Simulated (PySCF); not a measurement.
Coordinates in bohr (charge 0 multiplicity 1):
```
Mg    0.0000    0.0000    0.0000
Cl    0.0000    0.0000    4.1006
Cl    0.0000    0.0000   -4.1006
```

All numbers come from PBE0/[Mg def2-TZVP, Cl def2-TZVP], no relativity, density fitting, PySCF.

This geometry of MgCl2 is a stationary point at this level.

(1) What is the point group?

(2) Is it a minimum?

(3) List the harmonic modes with their infrared intensities.

(4) Give the atomic charges and bond orders.

Answers

(1) D∞h.

(2) Yes: all harmonic wavenumbers are real.

(3) 
```
symmetry  ω (cm⁻¹)  IR (km/mol, summed over degenerate members)
      πu       109                                          113
     σg+       324                                          0.0
     σu+       623                                          155
```

(4) 
| atom | Mulliken | Löwdin | polar tensor | Mayer order to Mg1 |
| --- | --- | --- | --- | --- |
| Mg1 | 0.88 | 0.02 | 1.24 | – |
| Cl2,3 | -0.44 | -0.01 | -0.62 | 0.97 |
